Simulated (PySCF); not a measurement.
**Calibrating a computed proton affinity (−ΔH)**

These are calculated values, ωB97X-D3(BJ)/def2-TZVP in PySCF (grid level 2) at geometries from PBE0-D3(BJ)/def2-SVP. Zero-point and thermal terms (298.15 K, 1 bar) come from unscaled PBE0-D3(BJ)/def2-SVP harmonic frequencies, with soft modes damped to free rotors in the entropy.

```csv
molecule,computed / kJ/mol,measured / kJ/mol
`F[Si](F)(F)F` (F4Si),492,503
`F` (HF),493,484
"hydrogen iodide, `I` (HI)",633,628
`N` (NH3),863,854
"hydrazine, `NN` (H4N2)",873,?
"phosphorous acid, `OP(O)O` (H3O3P)",896,821
```

Fit a straight line to the complete rows and predict the measured value of hydrazine, `NN` (H4N2).

measured = 64.0 + 0.8794·computed (5 points, rms 21 kJ/mol, correlation 0.991). At 873 this gives 832 kJ/mol; the measured value is 853 kJ/mol, so the fit is off by 21.

Measured values: NIST Chemistry WebBook, evaluated or the median of agreeing entries.

phosphorous acid: the gap is larger than usual, and may come from another state, site, conformer or species, from the functional or basis, or from an outlying measurement.

(hydrazine) Run with `OMP_NUM_THREADS=1 python redox_run.py task.json out` on 1 thread of Arm Neoverse V1, a shared host. Structures, frequencies and single points: 45 s of wall time.
